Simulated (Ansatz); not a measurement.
**AlNH₂ (triplet): wave-function methods side by side, cc-pVDZ**

How much of the correlation energy of AlNH₂ (triplet) does each wave-function method recover here?

The runs use Ansatz 0.2.0, Gaussian basis; cc-pVDZ, core rule «outside noble gas», up to 6 orbitals frozen.

To be run: UHF; CCSD(T) on ROHF; CCSD(T) on UHF; BCCD(T) on ROHF; CISD; CCSDT(Q) on ROHF; CCSDT(Q) on UHF; CCSDTQ on ROHF.

16 further runs of the same task are left out: 10 for a known fault of the program, 6 set aside as unsound or not needed.

## Step 1: The geometry

The geometry is a PBE0/def2-TZVP stationary point (not a proven minimum).

4 atoms, charge 0, spin multiplicity 3.

Atoms are counted from 1 here; the program's logs count them from 0.

Bond lengths: Al1–N2 1.768 Å, Al1–H3 1.611 Å, N2–H4 1.009 Å. Angles: N2–Al1–H3 113.2°, Al1–N2–H4 161.1°.

As a file:

```xyz
4

Al    0.0000   -0.0849    0.6205
N     0.0000    0.0356   -1.1435
H     0.0000    1.3500    1.3538
H     0.0000    0.4271   -2.0731
```

## Step 2: UHF

Contents of in.yaml:

```yaml
crystal:
  periodic: [false, false, false]
  atoms:
    - {symbol: Al, position_ang: [0.000000, -0.084877, 0.620504]}
    - {symbol: N, position_ang: [0.000000, 0.035620, -1.143535]}
    - {symbol: H, position_ang: [0.000000, 1.349999, 1.353786]}
    - {symbol: H, position_ang: [0.000000, 0.427096, -2.073077]}
basis:
  gaussian: {orbitals: cc-pVDZ}
magnetization: {spin_polarized: true, initial_magnetization: 2}
hamiltonian: {xc: hf}
output: {orbitals: {seedname: orbitals}}
```

Started as:

```console
$ ansatz run in.yaml --threads 1 --pin off --events-out ev --progress --plain --max-ram 4096MiB --backend cpu
```

The runs that follow: CCSD(T) on ROHF; CCSD(T) on UHF; BCCD(T) on ROHF; CISD; CCSDT(Q) on ROHF; CCSDT(Q) on UHF; CCSDTQ on ROHF.

Q: Predict the results of all the runs planned. Wanted: RCCSDTQ below the RHF energy; RMP2 from RCCSDTQ; UMP2 from RCCSDTQ; RCCSD from RCCSDTQ; RCCSD(T) from RCCSDTQ; UCCSD(T) from RCCSDTQ; RCCSDT(Q) from RCCSDTQ; UCCSDT(Q) from RCCSDTQ; T1 diagnostic.

As calculated:

| quantity | value |
| --- | --- |
| RCCSDTQ below the RHF energy | -5.9751 eV |
| RMP2 from RCCSDTQ | +926.0 meV |
| UMP2 from RCCSDTQ | +920.3 meV |
| RCCSD from RCCSDTQ | +180.5 meV |
| RCCSD(T) from RCCSDTQ | +42.0 meV |
| UCCSD(T) from RCCSDTQ | +41.5 meV |
| RCCSDT(Q) from RCCSDTQ | +0.8 meV |
| UCCSDT(Q) from RCCSDTQ | -1.2 meV |
| levels within 1 kcal/mol (43 meV) | RCCSD(T), UCCSD(T), BCCD(T), RCCSDT, UCCSDT, RCCSDT(Q), UCCSDT(Q) |
| T1 diagnostic | 0.026 |

In words: RCCSD(T) misses by +42.0 meV, 0.7 % of the correlation energy. These misses are within one basis, not against nature; the frozen cores of restricted and unrestricted runs differ, which can shift their rows.
